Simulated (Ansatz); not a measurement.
# AlNH4: a short trajectory

What does AlNH4 do in its first 30 fs at constant energy, with the temperature set to 700 K?

Program: Ansatz 0.2.0, Gaussian basis. Level of theory: revPBE/6-31G* with D4 dispersion. These are calculated values, not measurements.

### 1 The relaxed structure

The structure was relaxed beforehand with PBE0-D4 in a triple-zeta def2 set.

SMILES `[NH2][AlH2]`, 6 atoms, charge 0, spin multiplicity 1.

Atoms are counted from 1 here; the program's logs count them from 0.

Bond lengths: N1–Al2 1.766 Å, N1–H3 1.007 Å, N1–H4 1.007 Å, Al2–H5 1.583 Å, Al2–H6 1.583 Å. Angles: Al2–N1–H3 124.9°, Al2–N1–H4 124.9°, H3–N1–H4 110.2°, N1–Al2–H5 117.9°, N1–Al2–H6 117.9°, H5–Al2–H6 124.3°.

### 2 The run

Contents of in.yaml:

```yaml
crystal:
  periodic: [false, false, false]
  atoms:
    - {symbol: N, position_ang: [0.050204, -0.943619, 0.077987]}
    - {symbol: Al, position_ang: [-0.031150, 0.813368, -0.083396]}
    - {symbol: H, position_ang: [0.285838, -1.580129, -0.666210]}
    - {symbol: H, position_ang: [-0.132347, -1.453084, 0.927470]}
    - {symbol: H, position_ang: [0.288810, 1.442194, -1.500909]}
    - {symbol: H, position_ang: [-0.419256, 1.657369, 1.198858]}
basis:
  gaussian: {orbitals: "6-31G*"}
hamiltonian: {xc: {name: revPBE}, dispersion: d4}
md: {timestep: 1 fs, n_steps: 30, ensemble: nve, temperature: 700, initial_velocities: maxwell_boltzmann, seed: 152}
```

Launch:

```sh
$ ansatz run in.yaml --threads 2 --pin off --events-out ev --progress --plain --max-ram 32768MiB --backend cpu
```

Output (excerpt; [...] marks lines left out):

```text
Functional definition: revPBE
  name "revPBE"
  cite "Zhang & Yang, Phys. Rev. Lett. 80, 890 (1998) doi:10.1103/PhysRevLett.80.890"
  cite "Perdew, Burke & Ernzerhof, Phys. Rev. Lett. 77, 3865 (1996) doi:10.1103/PhysRevLett.77.3865"
[...]
464 factors; integrals over basis functions are off by at most 5.3e-4 eV
[...]
mean field -8150.01252666 eV, -299.5074360778 hartree, gradient 3.5e-6 eV, S^2 0.000000; 0 other end points of the search recorded, 0 dependent functions left out
[...]
reference -8150.01257765 eV, -299.5074379515 hartree; 12, 12 occupied and 30, 30 virtual orbitals, 464 factors
md step     0: t =     0.00 fs  T =   700.0 K  F+E_penalty+E_count = -8150.21478860 eV  E_kin = 0.361928 eV  conserved = -8149.85286060 eV  (23 SCF iters)
[...]
md step     7: t =     7.00 fs  T =   435.1 K  F+E_penalty+E_count = -8150.07706240 eV  E_kin = 0.224939 eV  conserved = -8149.85212299 eV  (22 SCF iters, 5 dispersion substeps)
[...]
md step    14: t =    14.00 fs  T =    67.4 K  F+E_penalty+E_count = -8149.88488434 eV  E_kin = 0.034868 eV  conserved = -8149.85001677 eV  (22 SCF iters, 5 dispersion substeps)
[...]
md step    21: t =    21.00 fs  T =   321.3 K  F+E_penalty+E_count = -8150.01819504 eV  E_kin = 0.166106 eV  conserved = -8149.85208866 eV  (23 SCF iters, 5 dispersion substeps)
[...]
md step    28: t =    28.00 fs  T =   491.7 K  F+E_penalty+E_count = -8150.10550354 eV  E_kin = 0.254219 eV  conserved = -8149.85128420 eV  (21 SCF iters, 5 dispersion substeps)
[...]
md step    29: t =    29.00 fs  T =   497.5 K  F+E_penalty+E_count = -8150.10859712 eV  E_kin = 0.257237 eV  conserved = -8149.85136008 eV  (22 SCF iters, 5 dispersion substeps)
[...]
md step    30: t =    30.00 fs  T =   505.4 K  F+E_penalty+E_count = -8150.11375869 eV  E_kin = 0.261295 eV  conserved = -8149.85246394 eV  (23 SCF iters, 5 dispersion substeps)
Total energy: -8150.11380957 eV, -299.5111581561 hartree
Atom 0 at     0.079921    -0.929715     0.073508 Å, force    -0.233186    -1.095134     0.614909 eV/Å
Atom 1 at    -0.034876     0.802240    -0.087603 Å, force    -0.233797     1.794399     0.645159 eV/Å
Atom 2 at     0.000257    -1.629624    -0.647413 Å, force     0.212337    -0.296490    -0.555011 eV/Å
Atom 3 at    -0.181106    -1.367995     0.957101 Å, force     0.006539    -0.032833     0.146029 eV/Å
Atom 4 at     0.371052     1.497849    -1.452184 Å, force    -0.003289     0.065641    -0.247899 eV/Å
Atom 5 at    -0.480372     1.670788     1.276550 Å, force     0.251396    -0.435583    -0.603187 eV/Å
Dipole moment:    -0.107493    -0.372968    -0.011350 e Å
```

It took 32 s on 2 threads, shared host.

### 3 Frames and traces

One row in 2; energies are counted from the first frame:

```csv
time (fs),T (K),potential (meV),conserved (meV),N1–Al2 (Å)
0.0,700,0.0,0.00,1.766
2.0,651,25.8,0.42,1.795
4.0,514,98.4,2.06,1.824
6.0,444,134.0,1.68,1.854
8.0,411,150.1,0.45,1.884
10.0,299,208.6,1.48,1.909
12.0,173,273.9,1.33,1.926
14.0,67,329.9,2.84,1.933
16.0,104,309.8,1.79,1.932
18.0,199,260.4,1.10,1.920
20.0,279,219.0,1.34,1.898
22.0,351,181.6,0.96,1.866
24.0,400,156.9,1.74,1.832
26.0,475,116.7,0.53,1.799
28.0,492,109.3,1.58,1.770
30.0,505,101.0,0.40,1.743
```

Positions (Å) and forces (eV/Å) at 30.0 fs:

```xyz
6

N     0.080   -0.930    0.074   -0.233   -1.095    0.615
Al   -0.035    0.802   -0.088   -0.234    1.794    0.645
H     0.000   -1.630   -0.647    0.212   -0.296   -0.555
H    -0.181   -1.368    0.957    0.007   -0.033    0.146
H     0.371    1.498   -1.452   -0.003    0.066   -0.248
H    -0.480    1.671    1.277    0.251   -0.436   -0.603
```

### 4 Results

| quantity | value |
| --- | --- |
| length | 30 steps of 1.0 fs |
| temperature, first and last frame | 700, 505 K |
| temperature, second half | mean 336 K, from 67 to 505 K |
| swing of the potential | 330 meV |
| largest change of the conserved energy | 2.84 meV |
| range of N1–Al2 | 1.743 to 1.934 Å |

What this shows: From 700 K at the start the temperature swings between 67 and 700 K: with 6 atoms it has no steady value yet; starting near a minimum, about half of the kinetic energy flows into the potential. The conserved energy moves by 2.84 meV, 0.9 % of the potential's swing, so the step is short enough for this stretch. N1–Al2 swings most, by 0.19 Å; no bond breaks. A run of 30 fs gives no averages.
